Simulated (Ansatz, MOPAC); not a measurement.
Gas-phase reaction in SMILES: C12CCC=1CC2 + 8 [H][H] (H2) → 6 C (CH4)

Wanted: energy of full hydrogenation (enthalpy at 298 K), in kcal/mol. Conventions: 6-31G* and kin with 6d, 5d where marked; non-relativistic; dispersion terms only where a functional's name holds one; valence correlation only; no spin-orbit coupling. CBS(X,Y): correlation extrapolated as X^-3; Hartree-Fock from the larger set. Ab initio and DFT rows: single points at B3LYP-D3(BJ) geometries (Ansatz, an electronic-structure program), with unscaled harmonic terms from B3LYP/6-31G* (Ansatz) at its own minima. Semi-empirical rows: MOPAC heats of formation at their own minima for 298 K.

```tsv
species	coefficient	E at PBE/6-31G* (Ansatz), Eh	E at PBE0/def2-TZVPD (Ansatz), Eh	H(298 K) - E, kcal/mol	heat of formation at PM3 (MOPAC), kcal/mol
C1CC2=C1CC2	-1	-233.00116	-233.11427	80.10	96.31
[H][H] (H2)	-8	-1.16195	-1.16825	8.44	-13.39
C (CH4)	+6	-40.44431	-40.47422	30.76	-13.03
```

Coupled cluster (Ansatz) is a level with limits of its own, used here on species with T1 under 0.025 (0.045 for open shells) and stable references: CCSD(T)/CBS(cc-pVTZ,cc-pVQZ). Value to compare with, CCSD(T)/CBS(cc-pVTZ,cc-pVQZ) (Ansatz): -197.3 kcal/mol. 1 Eh = 627.5095 kcal/mol.

Question: Work the quantity out at each level, and compare with CCSD(T)/CBS(cc-pVTZ,cc-pVQZ) (Ansatz).

Answer: 
- PBE/6-31G*: the sum of coefficient times E is -0.36910 Eh, or -231.61 kcal/mol; the thermal terms add 36.94. Result: -194.7 kcal/mol. Its difference against CCSD(T)/CBS(cc-pVTZ,cc-pVQZ) (Ansatz) is 2.6 kcal/mol.
- PBE0/def2-TZVPD: the sum of coefficient times E is -0.38505 Eh, or -241.62 kcal/mol; the thermal terms add 36.94. Result: -204.7 kcal/mol. Its difference against CCSD(T)/CBS(cc-pVTZ,cc-pVQZ) (Ansatz) is -7.4 kcal/mol.
- PM3: the sum of coefficient times heat of formation is -67.37 kcal/mol; it needs no thermal term. Its difference against CCSD(T)/CBS(cc-pVTZ,cc-pVQZ) (Ansatz) is 129.9 kcal/mol.
